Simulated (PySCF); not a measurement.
Species: silylidenephosphane, H3PSi.
Atom-mapped SMILES: `[SiH2:1]=[PH:2]` (hydrogens: H3, H4 on Si1; H5 on P2)

The same species was optimised twice, with GFN2-xTB and with PBE0-D3(BJ)/def2-SVP (PySCF), and the same property calculations (PySCF, gas phase) were run on both structures.

| coordinate | GFN2-xTB | PBE0-D3(BJ)/def2-SVP | change |
| --- | --- | --- | --- |
| P2–H5 (Å) | 1.394 | 1.434 | +0.040 |
| Si1–H3 (Å) | 1.458 | 1.489 | +0.031 |
| Si1–H4 (Å) | 1.461 | 1.491 | +0.030 |
| Si1=P2 (Å) | 2.088 | 2.069 | -0.019 |
| P2–Si1–H4 (°) | 132.6 | 126.3 | -6.3 |
| Si1–P2–H5 (°) | 95.0 | 89.5 | -5.5 |
| H3–Si1–H4 (°) | 106.8 | 111.8 | +5.0 |
| P2–Si1–H3 (°) | 120.6 | 121.8 | +1.2 |

Rotational constants: A = 109092, B = 6920, C = 6508 MHz (GFN2-xTB) against A = 99576, B = 7093, C = 6621 MHz (PBE0-D3(BJ)/def2-SVP). Point groups within 0.08 Å: Cs and Cs. Atoms that the bonding makes alike are paired by their places after alignment.

On the GFN2-xTB structure: HOMO (eV) -6.96 [PBE0/pcSseg-1]; LUMO (eV) -2.31 [PBE0/pcSseg-1]; dipole (D) 1.83 [PBE0/pcSseg-1]; GIAO shielding of Si1 (ppm) 141.3 [PBE0/pcSseg-1]; GIAO shielding of P2 (ppm) 214.9 [PBE0/pcSseg-1].

Question: What do these properties become on the PBE0-D3(BJ)/def2-SVP structure?

Answer: 
| property | level | on GFN2-xTB | on PBE0-D3(BJ)/def2-SVP | change |
| --- | --- | --- | --- | --- |
| HOMO (eV) | PBE0/pcSseg-1 | -6.96 | -7.00 | -0.04 |
| LUMO (eV) | PBE0/pcSseg-1 | -2.31 | -2.27 | +0.04 |
| dipole (D) | PBE0/pcSseg-1 | 1.83 | 1.83 | 0.00 |
| energy, GFN2-xTB geometry as zero (kcal/mol) | PBE0/pcSseg-1 | 0.0 | -1.4 | -1.4 |
| GIAO shielding of Si1 (ppm) | PBE0/pcSseg-1 | 141.3 | 141.5 | +0.2 |
| GIAO shielding of P2 (ppm) | PBE0/pcSseg-1 | 214.9 | 206.8 | -8.1 |

The heavy atoms differ by 0.009 Å rms after alignment. Among all bonds P2–H5 changes most (+0.040 Å). Changes are differences of the printed values. Neither structure is proved a minimum here.
